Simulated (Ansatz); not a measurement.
# A ladder of methods for BSiH5 (boranylsilane)

The species is BSiH5 (7 atoms), meant as a singlet with charge 0. SMILES: `B[SiH3]`. Geometry: relaxed at PBE0-D4/def2-TZVP.

```xyz
7

B    -0.0432   -1.1890    0.2043
Si    0.0891    0.7853   -0.1485
H    -1.1260   -1.6906    0.2901
H     0.9064   -1.9025    0.3354
H    -0.6160    1.0934   -1.4272
H    -0.6236    1.5167    0.9396
H     1.4745    1.3188   -0.2395
```

Each level gives the energy change with the B1–H4 bond stretched from 1.195 to 1.793 Å (eV). The values are calculated.

```csv
level,kind,program,value (eV),CPU time (all runs)
SVWN5/STO-3G (restricted),LDA,Ansatz,2.62,1.3 s
revPBE/STO-3G (restricted),GGA,Ansatz,2.50,2.1 s
r2SCAN/STO-3G (restricted),meta-GGA,Ansatz,2.72,4.7 s
PBE0/STO-3G (restricted),global hybrid,Ansatz,2.80,2.1 s
CAM-B3LYP/STO-3G (restricted),range-separated hybrid,Ansatz,?,2.4 s
wB97M-V/STO-3G (restricted),range-separated hybrid,Ansatz,?,33 s
wB97X/STO-3G (restricted),range-separated hybrid,Ansatz,2.88,9.8 s
CCSDT(Q)/STO-3G (restricted),coupled cluster or CI,Ansatz,2.51,0.46 s
FCI/STO-3G,exact in the basis,Ansatz,2.51,26 s
```

(1) Estimate the missing values from the other rows.

## Answers

(1) As computed at these levels: CAM-B3LYP/STO-3G (restricted): 2.85 eV; wB97M-V/STO-3G (restricted): 2.82 eV. The first shape isn't each level's own minimum. The values span 2.50 to 2.88 eV. All rows use very small basis sets, so even the best lies far from the true value. Times are those of the runs behind each value, whatever else they computed, on shared processors of several kinds: orders of magnitude only.
